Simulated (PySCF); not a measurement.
# How methods differ on the ionisation energy of Ar

Ar [Ar] (1S) → Ar⁺ [Ne] 3s2 3p5 (2P), as a difference of total energies. All numbers are calculated (PySCF 2.14, the non-relativistic Hamiltonian (point nucleus), in cc-pV(T+d)Z (5s4p3d1f, 39 functions)). Correlated levels: valence: [Ne] frozen. The calculations carry no spin-orbit coupling.

Q: Order these methods by the ionisation energy they give, lowest first.
A. PBE
B. SCS-MP2 (valence)
C. UHF
D. PBE0

A: C (14.571 eV), B (15.580 eV), A (15.699 eV), D (15.720 eV).

Errors of the correlated levels include the incompleteness of this basis and the frozen core.

For comparison: 15.819 eV (measured; NIST levels, between the centres of gravity of the two terms).
